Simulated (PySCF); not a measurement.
methanol cation (CH4O), SMILES CO (connectivity only; charge and spin as stated), charge +1, multiplicity 2.

Coordinates come from a PBE-D3(BJ)/def2-TZVP optimisation. The multiplicity is an assumed one; other spin states were not compared.

Calculation: PBE-D3(BJ)/def2-TZVP (PySCF).

Harmonic, unscaled wavenumbers; measured fundamentals usually lie a few per cent lower.

Task: Give all harmonic wavenumbers and intensities. (Estimate from the structure and the level; the computed values follow.)

Result: 
```csv
mode,ν (cm⁻¹),IR (km/mol),moving atoms (share of kinetic energy)
1,358,287.7,H 93 %
2,935,2.0,"H 76 %, C 16 %"
3,960,43.7,"H 70 %, C 19 %, O 11 %"
4,1033,196.7,"H 81 %, C 18 %"
5,1140,10.9,H 94 %
6,1202,94.9,"H 38 %, O 38 %, C 24 %"
7,1261,16.5,"H 83 %, O 9 %, C 8 %"
8,1433,18.0,"H 86 %, C 13 %"
9,2549,113.7,H 94 %
10,2676,166.0,H 95 %
11,3114,14.3,"H 91 %, C 9 %"
12,3461,273.8,H 94 %
```
